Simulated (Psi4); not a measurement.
**CCSD/aug-cc-pVDZ run of CH2AlN (SMILES N#[C][AlH2])**

What is the energy change on altering one bond length of CH2AlN at CCSD/aug-cc-pVDZ? The job is set up through a Python script.

The results are computed with Psi4 1.11.

3 further runs of the same task are left out: 3 set aside as unsound or not needed.

## Step 1: The structure to begin with

CH2AlN has 5 atoms, charge 0, and is taken as a singlet. SMILES: `N#[C][AlH2]`. The coordinates come from a PBE0-D4/def2-TZVP relaxation.

Bond lengths: N1–C2 1.154 Å, C2–Al3 1.938 Å, Al3–H4 1.573 Å, Al3–H5 1.572 Å. Angles: N1–C2–Al3 180.0°, C2–Al3–H4 117.0°, C2–Al3–H5 117.0°, H4–Al3–H5 126.1°.

## Step 2: A single-point energy at CCSD/aug-cc-pVDZ

Contents of run.py:

```python
import psi4

psi4.set_memory(2200000000)
psi4.set_num_threads(1)
psi4.set_output_file('output.dat', False)

mol = psi4.geometry("""
0 1
N      1.382300    -1.346000     1.394200
C      0.714200    -0.698000     0.711800
Al    -0.407200     0.390000    -0.434600
H     -1.629700    -0.322900    -1.120200
H     -0.009700     1.903200    -0.592600
symmetry c1
no_reorient
no_com
""")

psi4.set_options({
    'basis': 'aug-cc-pVDZ',
    'puream': True,
    'e_convergence': 1e-09,
    'd_convergence': 1e-08,
    'scf_type': 'pk',
    'num_frozen_docc': 7,
})

result = psi4.energy('ccsd', molecule=mol)
print('E =', round(result, 9))
```

Started as:

```bash
python run.py
```

output.dat, shortened:

```text
[...]
  Running in c1 symmetry.
[...]
  Nuclear repulsion =   69.014155576228063
[...]
  Multiplicity = 1
[...]
  Nalpha       = 14
  Nbeta        = 14
[...]
    Number of basis functions: 91
[...]
   @RHF iter   1:  -335.35550745908404   -1.25868e+00   3.11643e-03 DIIS/ADIIS
[...]
   @RHF iter  11:  -335.40501160021734   -4.94538e-12   3.06657e-09 DIIS
[...]
    Orbital Energies [Eh]
    ---------------------
    Doubly Occupied:
       1A    -58.529890     2A    -15.592016     3A    -11.252782
       4A     -4.943548     5A     -3.258768     6A     -3.256678
       7A     -3.255404     8A     -1.220774     9A     -0.700836
      10A     -0.573794    11A     -0.512837    12A     -0.489382
      13A     -0.476499    14A     -0.453978
[...]
  @RHF Final Energy:  -335.40501160021734
   => Energetics <=
    Nuclear Repulsion Energy =             69.0141555762280632
    One-Electron Energy =                -599.8039646876180768
    Two-Electron Energy =                 195.3847975111726782
    Total Energy =                       -335.4050116002173354
[...]
 Multipole Moments:
 ------------------------------------------------------------------------------------
     Multipole            Electronic (a.u.)      Nuclear  (a.u.)        Total (a.u.)
 ------------------------------------------------------------------------------------
 L = 1.  Multiply by 2.5417464519 to convert [e a0] to [Debye]
 Dipole X            :        -14.1160362           13.2815621           -0.8344741
 Dipole Y            :         13.9615438          -13.1519269            0.8096169
 Dipole Z            :        -13.4525260           12.5999379           -0.8525881
 Magnitude           :                                                    1.4417812
[...]
      * MP2 total energy                      = -335.758185840817930
[...]
      * CCSD total energy                     = -335.779642985962312
```

The script printed:

```text
E = -335.779642986
```

Wall time 1.9 min (1 thread of Intel Xeon at 2.50GHz (Skylake/Cascade Lake), shared host); peak memory 0.76 GiB.

## Step 3: The distorted shape, same level

Contents of job.py:

```python
import psi4

psi4.set_memory('2200 MB')
psi4.set_num_threads(1)
psi4.set_output_file('output.dat', False)

m = psi4.geometry("""
0 1
N      5.15511996    -5.01078456     5.23429948
C      3.89259393    -3.78624204     3.94475037
Al    -0.76949648     0.73699319    -0.82127497
H     -3.07968667    -0.61019257    -2.11687120
H     -0.01833034     3.59652676    -1.11985170
units au
symmetry c1
no_reorient
no_com
""")

psi4.set_options({
    'puream': True,
    'e_convergence': 1e-09,
    'd_convergence': 1e-08,
    'scf_type': 'pk',
    'num_frozen_docc': 7,
})

E = psi4.energy("ccsd/aug-cc-pVDZ")
print(f'ccsd/aug-cc-pVDZ energy: {E:.10f} Eh')
for k, v in sorted(psi4.core.scalar_variables().items()):
    print(f'{k:45s} {v:18.10f}')
```

Started as:

```bash
python job.py
```

output.dat, shortened:

```text
[...]
  Running in c1 symmetry.
[...]
  Nuclear repulsion =   49.172828929142881
[...]
  Multiplicity = 1
[...]
  Nalpha       = 14
  Nbeta        = 14
[...]
    Number of basis functions: 91
[...]
   @RHF iter   1:  -335.10387563804727   -1.40996e+00   4.60545e-03 ADIIS/DIIS
[...]
   @RHF iter  11:  -335.21857355717373   -3.67208e-11   5.43541e-09 DIIS
[...]
    Orbital Energies [Eh]
    ---------------------
    Doubly Occupied:
       1A    -58.689191     2A    -15.446261     3A    -11.137142
       4A     -5.093871     5A     -3.407671     6A     -3.406039
       7A     -3.404236     8A     -1.088753     9A     -0.675301
      10A     -0.562947    11A     -0.483445    12A     -0.346255
      13A     -0.346252    14A     -0.343745
[...]
  @RHF Final Energy:  -335.21857355717373
   => Energetics <=
    Nuclear Repulsion Energy =             49.1728289291428808
    One-Electron Energy =                -559.9205884108357623
    Two-Electron Energy =                 175.5291859245191404
    Total Energy =                       -335.2185735571737268
[...]
 Multipole Moments:
 ------------------------------------------------------------------------------------
     Multipole            Electronic (a.u.)      Nuclear  (a.u.)        Total (a.u.)
 ------------------------------------------------------------------------------------
 L = 1.  Multiply by 2.5417464519 to convert [e a0] to [Debye]
 Dipole X            :        -50.3304638           46.3399321           -3.9905317
 Dipole Y            :         49.0972910          -45.2256985            3.8715925
 Dipole Z            :        -50.4742565           46.3953011           -4.0789555
 Magnitude           :                                                    6.8957559
[...]
      * MP2 total energy                      = -335.573088176873455
[...]
      * CCSD total energy                     = -335.601704974894005
```

The script printed:

```text
ccsd/aug-cc-pVDZ energy: -335.6017049749 Eh
CC D1 DIAGNOSTIC                                    0.2760280643
CC D2 DIAGNOSTIC                                    0.2705818689
CC NEW D1 DIAGNOSTIC                                0.2760280643
CC T1 DIAGNOSTIC                                    0.0752977953
CCSD CORRELATION ENERGY                            -0.3831314177
CCSD DOUBLES ENERGY                                -0.3831314177
CCSD ITERATIONS                                    27.0000000000
CCSD OPPOSITE-SPIN CORRELATION ENERGY              -0.3142373940
CCSD SAME-SPIN CORRELATION ENERGY                  -0.0688940237
CCSD SINGLES ENERGY                                 0.0000000000
CCSD TOTAL ENERGY                                -335.6017049749
CURRENT CORRELATION ENERGY                         -0.3831314177
CURRENT ENERGY                                   -335.6017049749
CURRENT REFERENCE ENERGY                         -335.2185735572
DD SOLVATION ENERGY                                 0.0000000000
HF KINETIC ENERGY                                 334.8347612151
HF POTENTIAL ENERGY                              -670.0533347723
HF TOTAL ENERGY                                  -335.2185735572
HF VIRIAL RATIO                                     2.0011462739
MP2 CORRELATION ENERGY                             -0.3545146197
MP2 DOUBLES ENERGY                                 -0.3545146197
MP2 OPPOSITE-SPIN CORRELATION ENERGY               -0.2729685812
MP2 SAME-SPIN CORRELATION ENERGY                   -0.0815460385
MP2 SINGLES ENERGY                                 -0.0000000000
MP2 TOTAL ENERGY                                 -335.5730881769
NUCLEAR REPULSION ENERGY                           49.1728289291
ONE-ELECTRON ENERGY                              -559.9205884108
PCM POLARIZATION ENERGY                             0.0000000000
PE ENERGY                                           0.0000000000
SCF ITERATION ENERGY                             -335.2185735572
SCF ITERATIONS                                     11.0000000000
SCF TOTAL ENERGY                                 -335.2185735572
TWO-ELECTRON ENERGY                               175.5291859245
```

Run time: 93 s. Hardware: 1 thread of Intel Xeon at 2.50GHz (Skylake/Cascade Lake), shared host; peak memory 0.79 GiB.

## Step 4: Summary of results

At CCSD/aug-cc-pVDZ, 7 core orbitals frozen:

| quantity | value |
| --- | --- |
| first shape: total energy | -335.77964 Eh |
| first shape: HOMO energy (Hartree–Fock orbitals) | -12.35 eV |
| first shape: LUMO energy (Hartree–Fock orbitals) | -0.02 eV |
| first shape: HOMO–LUMO gap (Hartree–Fock orbitals) | 12.34 eV |
| first shape: correlation energy (7 core orbitals frozen) | -374.6 mEh |
| first shape: T1 diagnostic | 0.013 |
| distorted shape: total energy | -335.60170 Eh |
| distorted shape: HOMO energy (Hartree–Fock orbitals) | -9.35 eV |
| distorted shape: LUMO energy (Hartree–Fock orbitals) | -2.85 eV |
| distorted shape: HOMO–LUMO gap (Hartree–Fock orbitals) | 6.51 eV |
| distorted shape: correlation energy (7 core orbitals frozen) | -383.1 mEh |
| distorted shape: T1 diagnostic | 0.075 |
| energy change with the C2–Al3 bond stretched from 1.938 to 4.263 Å | 4.842 eV |

What this shows: With the C2–Al3 bond stretched from 1.938 to 4.263 Å the energy rises by 4.84 eV (112 kcal/mol). The first shape isn't relaxed at this level, so the change isn't measured from a minimum. The T1 diagnostic (distorted shape) of 0.075 is above the customary mark for such species, so a single reference may not serve.
